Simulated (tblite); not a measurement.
Compound: C4H5S (doublet state).
SMILES: `CC#CC[S]`

The geometry is computed with GFN2-xTB (gas phase). This method treats the open shell by occupation alone, without spin polarisation.

Take the most abundant isotopes and a rigid rotor. 

(1) Give the principal moments of inertia and the rotational constants in MHz.

(2) Classify the top.

(3) What does the inertial defect say?

(4) Give the other two planar moments, Paa and Pbb, and the rms extents of the mass along the axes.

Results:

(1) Ia = 32.79, Ib = 319.53, Ic = 345.93 u·Å²; 505379 MHz·u·Å²/I gives A = 15414, B = 1582, C = 1461 MHz.

(2) A near-prolate asymmetric top. Ray's parameter κ = (2B − A − C)/(A − C) = -0.983; −1 is the prolate and +1 the oblate limit.

(3) Not planar: Δ = Ic − Ia − Ib = -6.38 u·Å². For a rigid frame Δ = −2 Σ m c², so Σ m c² = 3.19 u·Å² lies off the ab plane, practically all of it from hydrogen. The atom farthest from that plane is 1.01 Å away.

(4) Paa = Σ m a² = (Ib + Ic − Ia)/2 = 316.34 and Pbb = Σ m b² = (Ia + Ic − Ib)/2 = 29.60 u·Å². With the mass M = 85.01 u, the rms extents √(P/M) along a, b and c are 1.93, 0.59, 0.19 Å.

For this open shell read J as N, the rotation without spin; fine and hyperfine splittings come on top. Its lowest GFN2-xTB frequency is 14i cm⁻¹, too small to tell a flat minimum from a shallow saddle. No vibrational averaging or centrifugal distortion is included, and the geometry carries the error of its method.
